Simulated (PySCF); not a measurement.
sulfur dioxide (O2S), SMILES S(=O)=O. Heavy atoms are numbered as in [O:1]=[S:2]=[O:3].

Geometry optimised at ωB97X-D3(BJ)/def2-TZVP.

The numbers are results of PBE0/pcSseg-2 (PySCF), not measurements.

GIAO shieldings, no solvent; atoms alike by connectivity are averaged. δ = σ(ref) − σ: ¹⁷O against H2O (σ = 327.8 ppm); ³³S against H2S (σ = 711.3 ppm), references at their B3LYP-D3(BJ)/def2-TZVP geometries, non-relativistic.

Computed chemical shifts:
```csv
nucleus,atoms,count,δ (ppm)
¹⁷O,O1,2,627.0
³³S,S2,1,986.0
```
